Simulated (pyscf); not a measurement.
Optimised with ωB97X-D3(BJ)/def2-SVP in PySCF.

Q: Estimate by transition-state theory the rate constant of H₃C–CH₂–O–SiH₃ + water (H₂O) -> ethanol (H₃C–CH₂–OH) + silanol (HO–SiH₃) (singlet surface; C–O, H–O broken, C–O, H–O formed) at 900 K, with ωB97M-D3(BJ)/def2-TZVP energies (ideal gas, 1 atm, RRHO with modes under 100 cm⁻¹ raised to 100, one conformer, R ln 2 for chiral ones without a mode under 150 cm⁻¹; no tunnelling).

A: The electronic barrier is 66.7 kcal/mol and the thermal terms add +28.5, so ΔG‡ = 95.1 kcal/mol. With k_BT/h = 1.88e+13 s⁻¹ and RT = 1.788 kcal/mol, and a volume of 1.23e-19 cm³ per molecule at 1 atm, k = 1.8e-29 cm³ molecule⁻¹ s⁻¹. Wigner's tunnelling factor for 701i cm⁻¹ would be 1.05. A shift of 1 kcal/mol in the barrier changes k by a factor 1.7. On the reactant side the descent ends in a complex, 5.3 kcal/mol under the separated species and 74.6 kcal/mol under the saddle at ωB97X-D3(BJ)/def2-TZVP. On the product side the descent ends in a bound adduct (not fully relaxed), 8.0 kcal/mol under the separated species and 76.7 kcal/mol under the saddle at ωB97X-D3(BJ)/def2-TZVP. At ωB97X-D3(BJ)/def2-TZVP the barrier from the zero used here is 69.3 kcal/mol. H₃C–CH₂–O–SiH₃ lies 18.1 kcal/mol over its isomer H₃C–CH₂–SiH₂–OH (electronic energy, ωB97M-D3(BJ)/def2-TZVP). One saddle was located; it need not be the lowest between these sides.
